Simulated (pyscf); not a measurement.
I–Si(I)(I)–I + H₂ → HI + I–SiH(I)–I, a four-centre exchange (singlet surface; I–Si, H–H broken, H–I, H–Si formed). PySCF, gas phase, ωB97X-D3(BJ)/def2-SVP geometries. Energies in kcal/mol from the separated reactants.

AM1 to PM7: differences of heats of formation from MOPAC, which are fitted to 298 K values and so differ in kind from electronic energies by zero-point and thermal terms. 

Question: In single points PM7 puts the saddle at 92.6 kcal/mol and the reaction energy at +40.3 kcal/mol. Should these be trusted to within a few kcal/mol? Compare with ωB97M-D3(BJ)/def2-TZVP.

Answer: ωB97M-D3(BJ)/def2-TZVP gives ΔE‡ = 56.7 kcal/mol and ΔE = +11.5 kcal/mol. PM7 lies 35.9 kcal/mol over it in the barrier and 28.8 kcal/mol over it in the reaction energy, so on this step it does not hold to within 3.0 kcal/mol. ωB97M-D3(BJ)/def2-TZVP has limits of its own. This is the saddle that the search found; another between the same sides may lie lower. In the def2 sets elements past Kr carry core potentials, without spin-orbit coupling.
